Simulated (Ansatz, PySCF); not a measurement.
This PySCF input computes a CCSD(T)/cc-pVDZ energy:

```python
from pyscf import gto, scf, mp, cc as ccmod

mol = gto.M(
    atom='''
    C    -0.00000000   -0.00000000   -0.00000000
    H     0.00360111    1.07859343   -0.02702022
    H     0.93257816   -0.54247981    0.01097634
    H    -0.93617928   -0.53611362    0.01604388
    ''',
    basis='cc-pvdz',
    charge=0,
    spin=1,
    verbose=4,
)

mf = scf.UHF(mol)
mf.conv_tol = 1e-10
mf.max_cycle = 100
mf.kernel()
mo, _, stable, _ = mf.stability(return_status=True)
if not stable:
    mf.kernel(mf.make_rdm1(mo, mf.mo_occ))
mp2 = mp.MP2(mf, frozen=1).run()
cc = ccmod.CCSD(mf, frozen=1)
cc.max_cycle = 100
cc.kernel()
et = cc.ccsd_t()
print(f'E(CCSD(T)) = {cc.e_tot + et:.9f}')
```

### Question
Write an input for the same energy in Ansatz (a first-principles code) and say what it gives.

### Answer

Ansatz 0.2 input:
```yaml
crystal:
  periodic: [false, false, false]
  atoms:
    - {symbol: C, position_ang: [-0.00000000, -0.00000000, -0.00000000]}
    - {symbol: H, position_ang: [0.00360111, 1.07859343, -0.02702022]}
    - {symbol: H, position_ang: [0.93257816, -0.54247981, 0.01097634]}
    - {symbol: H, position_ang: [-0.93617928, -0.53611362, 0.01604388]}
basis:
  gaussian:
    orbitals: cc-pVDZ
magnetization: {spin_polarized: true, initial_magnetization: 1}
correlation: {method: ccsd_t, electrons: outside_noble_gas}
```
It gives -39.71583 Eh, and PySCF -39.71583 Eh, a difference of 0.00 mEh.
